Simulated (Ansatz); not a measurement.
For HfO₂ (P2₁/c, No. 14), revPBE (PAW; Ansatz, a program for electronic structure) gives:

- equilibrium volume per atom = 12.03 Å³/atom
- bulk modulus B0 = 179 GPa
- cohesive energy = 7.24 eV/atom
- band gap = 4.10 eV

Q: What does r²SCAN-D4 (Ansatz, plane waves, PAW) give for the same quantities?

A: 
- equilibrium volume per atom: 11.47 Å³/atom (decreases by 4.7 %)
- bulk modulus: 187 GPa (grows by 4.5 %)
- cohesive energy: 7.89 eV/atom (rises by 0.65 eV/atom)
- band gap: 4.61 eV (goes up by 0.51 eV)

For comparison: band gap 5.7 eV (measured, temperature not stated, not corrected to a static lattice, our sources range from 5.70 to 5.84; as tabulated in Choudhary et al. (2018), arXiv:1804.01032).

Changes are worked out from the printed values.

Unless a cell is named, each level is at its own relaxed cell (revPBE 12.03, r²SCAN-D4 11.47 Å³/atom).

Levels without +SOC leave out spin–orbit coupling, which shifts energies and cells of such heavy elements.

Levels without +SOC have no spin–orbit coupling; where heavier elements are present it shifts gaps, mostly down, and can invert bands. Density-functional gaps are differences of (generalised) Kohn–Sham levels.

Caveats: the relaxation could not lower the start's symmetry, so the cell can be a saddle point above a distorted one (revPBE, r²SCAN-D4). Ansatz's density-functional and Hartree–Fock values are scalar-relativistic unless marked +SOC, with PAW data made under PBE.
